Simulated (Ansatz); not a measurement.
# CHSi: the cost of one run

Program: Ansatz 0.2.0, Gaussian basis. Level of theory: def2-QZVPP, core rule «outside noble gas», up to 6 orbitals frozen. These are calculated values, not measurements.

Plan: UHF; ROHF; CCSD(T) on UHF.

## 1. What is computed

The geometry is a PBE0/def2-TZVP stationary point (not a proven minimum) of the parent state, kept for this charge and spin.

3 atoms, charge 1, spin multiplicity 3.

Atoms are counted from 1 here; the program's logs count them from 0.

Bond lengths: Si1–C2 1.893 Å, C2–H3 1.096 Å. Angles: Si1–C2–H3 133.1°.

Geometry (Å):

| atom | x (Å) | y (Å) | z (Å) |
| --- | --- | --- | --- |
| Si1 | 0.00000 | 0.03255 | 0.61723 |
| C2 | 0.00000 | -0.12702 | -1.26855 |
| H3 | 0.00000 | 0.60655 | -2.08253 |

## 2. UHF

Input file in.yaml:

```yaml
crystal:
  periodic: [false, false, false]
  atoms:
    - {symbol: Si, position_ang: [0.000000, 0.032553, 0.617233]}
    - {symbol: C, position_ang: [0.000000, -0.127023, -1.268554]}
    - {symbol: H, position_ang: [0.000000, 0.606549, -2.082531]}
basis:
  gaussian: {orbitals: "def2-QZVPP.json"}
total_charge: 1
magnetization: {spin_polarized: true, initial_magnetization: 2}
hamiltonian: {xc: hf}
output: {orbitals: {seedname: orbitals}}
```

Started as:

```console
$ ansatz run in.yaml --threads 1 --pin off --events-out ev --progress --plain --max-ram 4096MiB --backend cpu
```

**Question.** How long does this run take on 1 thread of AMD EPYC 7R13, shared host, and how much memory does it need?

About 7 s, with a peak of 0.32 GiB.
